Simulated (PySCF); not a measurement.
# Si: ionisation energy

Si [Ne] 3s2 3p2 (3P) → Si⁺ [Ne] 3s2 3p1 (2P), as a difference of total energies. Calculation: PySCF 2.14, in aug-cc-pVQZ-DK (7s6p4d3f2g, 84 functions); scalar relativity by spin-free X2C-1e. Correlated levels: valence: [Ne] frozen. The calculations carry no spin-orbit coupling.

```tsv
method	ionisation energy (eV)
UHF	7.626
MP2 (valence)	8.065
SCS-MP2 (valence)	7.977
CCSD (valence)	8.079
CCSD(T) (valence)	8.125
```

**Question.** How much does correlation contribute at CCSD(T) (valence)?

**Answer.** 8.125 − (7.626) = 0.499 eV, measured against UHF.

Errors of the correlated levels include the incompleteness of this basis and the frozen core.

For comparison: 8.157 eV (measured; NIST levels, between the centres of gravity of the two terms).
